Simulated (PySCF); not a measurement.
Phosphanylidenephosphane, P2H2.
InChI=1S/H2P2/c1-2/h1-2H

Computed with MP2 and CCSD/aug-cc-pVDZ in PySCF, restricted Hartree–Fock reference, frozen core, non-relativistic, gas phase, PBE0-D3(BJ)/def2-SVP geometry.

E(HF) = -682.61202 Eh.

**Question.** How large is the problem?

**Answer.** 72 basis functions and 32 electrons; 10 orbitals frozen, which leaves o = 6 correlated occupied and v = 56 virtual orbitals. That is o·v = 336 singles and o·v(o·v + 1)/2 = 56616 distinct closed-shell doubles amplitudes before symmetry; the costliest CCSD step grows as o²v⁴ = 3.5 × 10^8.

**Question.** What are the MP2 and CCSD correlation energies?

**Answer.** MP2 -0.2483 Eh and CCSD -0.2833 Eh, which gives totals of -682.86029 and -682.89528 Eh. That is 0.642 eV for each correlated electron at CCSD (744 kJ/mol in all, 0.041 % of the total energy); MP2 gives 87.6 % of the CCSD value.

**Question.** What is the T1 diagnostic?

**Answer.** 0.0163, below the customary warning level of 0.02. It is the norm of the spatial-orbital singles amplitudes over the root of the number of correlated electrons, so the norm is 0.056.

**Question.** How does correlation change the dipole moment?

**Answer.** HF gives 1.31 D and CCSD (unrelaxed density) 1.10 D, a change of -0.21 D.

No triples correction and no basis-set extrapolation were made.
